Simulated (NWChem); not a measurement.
System: SiH4; SMILES [SiH4]

NWChem input:

```
start job
memory heap 200 mb stack 900 mb global 1100 mb
geometry units angstroms
  Si     0.000000     0.000000     0.000000
  H     -0.861779     0.861779     0.861806
  H      0.861779    -0.861779     0.861806
  H      0.861779     0.861779    -0.861806
  H     -0.861779    -0.861779    -0.861806
end
basis spherical
  Si library def2-tzvp
  H library def2-tzvp
end
dft
  xc b3lyp
  iterations 150
end
driver
  maxiter 120
end
task dft optimize
task dft freq
```

B3LYP is NWChem's, with the RPA form of VWN correlation.

The level has its own optimisation; frequencies are unscaled.

Task: Predict the main results of this run. (B3LYP/def2-TZVP.) Quantities: r H–Si (Å); highest harmonic frequency (cm⁻¹); lowest (cm⁻¹); zero-point energy (kcal/mol).

Result: 
```json
{
 "r H–Si (Å)": "1.481",
 "highest harmonic frequency (cm⁻¹)": "2244",
 "lowest (cm⁻¹)": "924",
 "zero-point energy (kcal/mol)": "19.6"
}
```
